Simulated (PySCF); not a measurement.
Dissociation curve of SMILES O, singlet. The O1–H3 bond (O1 also carries H; H3 carries nothing else) is varied alone, starting from the PBE0/def2-TZVP optimised geometry. Each curve is given relative to its own lowest point near equilibrium.

```tsv
R / Å	A	B	C	D
0.73	91.8	90.7	83.9	95.4
0.77	55.9	55.1	49.3	59.2
0.82	26.4	25.8	21.5	29.1
0.87	9.5	9.1	6.3	11.4
0.90	3.8	3.6	1.7	5.2
0.92	1.6	1.4	0.1	2.5
0.96	0.0	0.0	0.0	0.0
0.98	0.4	0.5	1.2	0.0
1.01	2.4	2.5	4.2	1.2
1.07	9.7	10.0	13.7	6.9
1.12	18.3	18.6	24.1	14.2
1.20	35.0	35.3	43.7	28.6
1.28	53.5	53.5	65.2	44.7
1.45	119.3	92.9	105.6	79.9
1.59	157.0	122.6	121.7	106.8
1.73	176.2	147.3	129.6	130.8
1.91	188.3	169.7	134.2	154.3
2.09	193.9	181.8	136.1	169.1
2.35	197.4	188.6	137.1	181.1
2.57	198.6	190.5	137.3	186.5
2.90	199.4	191.5	137.5	190.7
3.34	199.7	191.9	137.6	193.0
```

Energies in mEh.

Assign the columns to these levels of theory: CCSD on UHF/cc-pVTZ, 1 core orbital frozen run with PySCF 2.14.0; UHF/cc-pVTZ run with PySCF; unrestricted BLYP/cc-pVTZ in PySCF 2.14.0; PySCF 2.14.0 with MP2 on UHF/cc-pVTZ, 1 core orbital frozen.

A is UMP2; B is UCCSD; C is UHF; D is UKS-BLYP.

The unrestricted determinant behind UKS-BLYP is spin-contaminated at 1.91 to 3.34 Å (<S²> up to 1.0, against 0.00 for a pure singlet). The unrestricted determinant behind UCCSD, UMP2, UHF is spin-contaminated at 1.45 to 3.34 Å (<S²> up to 1.0, against 0.00 for a pure singlet).
